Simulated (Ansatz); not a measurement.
**How far each method lies from full CI for Si–BH2, quartet**

Geometry: a point of a breathe scan, not a stationary point.

```xyz
4

Si    0.0000    0.0000    0.9710
B     0.0000    0.0000   -2.0062
H     0.0000   -1.6075   -2.7697
H     0.0000    1.6075   -2.7697
```

Basis 6-31G; Ansatz 0.2.0. Correlated methods freeze the noble-gas cores, which leaves 9 electrons in 20 orbitals. R marks a restricted (for open shells ROHF) determinant, U an unrestricted one. Active spaces: valence = (9e, 10o) chosen from the atoms' valence shells; pair = (5e, 5o) about the gap.

Full CI is exact within this basis and frozen core; it isn't the basis-set limit. The frozen core follows each run's orbitals, which can shift R against U totals by a few meV.

Unrestricted rows (U) aren't spin-pure: their determinants' ⟨S²⟩ exceeds S(S+1) by up to 0.10, so they mix in states of higher spin. For open shells CISD is restricted-active-space CI with the open shells as a complete middle space.

* UHF ⟨S²⟩: 3.852
* T1 diagnostic (RCCSD): 0.0411
* largest doubles amplitude (RCCSD): 0.093
* T1 diagnostic (UCCSD): 0.0523

```json
{"level": "RHF", "E − E(full CI) (kJ/mol)": "324.0", "share of correlation (%)": "0.00", "wall time": "–"}
{"level": "UHF", "E − E(full CI) (kJ/mol)": "310.7", "share of correlation (%)": "4.10", "wall time": "–"}
{"level": "RMP2", "E − E(full CI) (kJ/mol)": "125.4", "share of correlation (%)": "61.28", "wall time": "–"}
{"level": "UMP2", "E − E(full CI) (kJ/mol)": "134.0", "share of correlation (%)": "58.64", "wall time": "–"}
{"level": "CISD", "E − E(full CI) (kJ/mol)": "39.2", "share of correlation (%)": "87.91", "wall time": "1.2 s"}
{"level": "RCCSD", "E − E(full CI) (kJ/mol)": "16.6", "share of correlation (%)": "94.88", "wall time": "–"}
{"level": "UCCSD", "E − E(full CI) (kJ/mol)": "16.4", "share of correlation (%)": "94.94", "wall time": "–"}
{"level": "RCCSD(T)", "E − E(full CI) (kJ/mol)": "6.9", "share of correlation (%)": "97.87", "wall time": "1.6 s"}
{"level": "UCCSD(T)", "E − E(full CI) (kJ/mol)": "7.5", "share of correlation (%)": "97.67", "wall time": "2 s"}
{"level": "BCCD(T)", "E − E(full CI) (kJ/mol)": "7.0", "share of correlation (%)": "97.83", "wall time": "1.4 s"}
{"level": "RCCSDT", "E − E(full CI) (kJ/mol)": "0.6", "share of correlation (%)": "99.82", "wall time": "–"}
{"level": "UCCSDT", "E − E(full CI) (kJ/mol)": "0.7", "share of correlation (%)": "99.79", "wall time": "–"}
{"level": "RCCSDT(Q)", "E − E(full CI) (kJ/mol)": "0.2", "share of correlation (%)": "99.94", "wall time": "4.3 s"}
{"level": "UCCSDT(Q)", "E − E(full CI) (kJ/mol)": "0.1", "share of correlation (%)": "99.98", "wall time": "4.6 s"}
{"level": "CASSCF (valence space)", "E − E(full CI) (kJ/mol)": "74.3", "share of correlation (%)": "77.05", "wall time": "–"}
{"level": "NEVPT2 (valence space)", "E − E(full CI) (kJ/mol)": "22.3", "share of correlation (%)": "93.10", "wall time": "3.5 s"}
{"level": "MRCISD (valence space)", "E − E(full CI) (kJ/mol)": "2.5", "share of correlation (%)": "99.23", "wall time": "–"}
{"level": "MRCISD+Q (valence space)", "E − E(full CI) (kJ/mol)": "0.8", "share of correlation (%)": "99.74", "wall time": "6 s"}
```

The correlation energy at full CI, counted from RHF, is -3.358 eV. That run took 4.1 min on 1 thread of Arm Neoverse V2, shared host over 11,075,136 determinants.

Run but not shown, since their state or frozen core can't be matched to the reference's or they repeat it: CASSCF (pair space), NEVPT2 (pair space), MRCISD (pair space), MRCISD+Q (pair space).

Times hold each run's SCF and search for its determinant on a shared host, so for small cases they say little of a method's own cost; they ran on 1 thread of Arm Neoverse V2.

The full-CI state has the irrep A2 of C2v, in the program's axes.

Natural occupations of full CI about the gap: 1.943 1.915 1.876 0.995 0.977 0.969 0.113 0.067 0.059 0.054; effectively unpaired electrons, Σ n²(2−n)², 3.18.
